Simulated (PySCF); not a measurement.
# Beryllium: a sound run and one with changed settings

Sound run: Be [He] 2s2, Be⁺ [He] 2s1. Computed with PySCF 2.14 in cc-pVDZ (3s2p1d, 14 functions), with no relativity, point nucleus. The sound run starts from symmetry-adapted Hartree-Fock orbitals and uses a fine grid where one is needed.

Changed run: radial step 0.5 in ln r (0.13 in the sound run). This setting is unsound on purpose.

| species | method | sound run (hartree) | changed run (hartree) | converged |
| --- | --- | --- | --- | --- |
| Be | UHF | -14.57234 | -14.57234 | yes |
| Be | BP86 | -14.65734 | -14.65691 | yes |
| Be | MN15 | -14.65743 | -14.65689 | yes |
| Be⁺ | UHF | -14.27544 | -14.27544 | yes |
| Be⁺ | BP86 | -14.32093 | -14.31990 | yes |
| Be⁺ | MN15 | -14.32695 | -14.31924 | yes |

Ionisation energy of Be:

```csv
method,sound run (eV),changed run (eV)
UHF,8.079,8.079
BP86,9.154,9.170
MN15,8.993,9.188
```

A coarse radial grid mis-integrates the density and the exchange-correlation energy, with errors of either sign; Hartree-Fock needs no grid.

For comparison, NIST gives 9.323 eV between the lowest levels.
